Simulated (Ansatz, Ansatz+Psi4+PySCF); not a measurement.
| atom | x (Å) | y (Å) | z (Å) |
| --- | --- | --- | --- |
| C | -0.0144 | -0.0466 | -0.6295 |
| F | -0.0296 | -0.0257 | 0.7758 |
| H | 0.0243 | -1.0750 | -0.9768 |
| H | -0.9243 | 0.5199 | -1.0386 |
| H | 0.9044 | 0.4687 | -1.0010 |

Basis set: cc-pVTZ (spherical functions). Correlated methods keep 2 orbitals frozen. Charge 0, multiplicity 1.

Computed with Ansatz (development build ahead of 0.2.0); each method stands on the lowest determinant of its kind that the runs found. Restricted open shells among the atoms or ions are ROHF, correlated in semicanonical orbitals with singles.

Problem. Give the atomization energy at this shape (free ground-state atoms in the same class of orbitals less the molecule, no zero-point energy) of singlet CH3F by RHF-MP2, RHF.

Solution.

```json
{"method": "RHF-MP2", "atomization energy": "415.14 kcal/mol"}
{"method": "RHF", "atomization energy": "315.07 kcal/mol"}
```
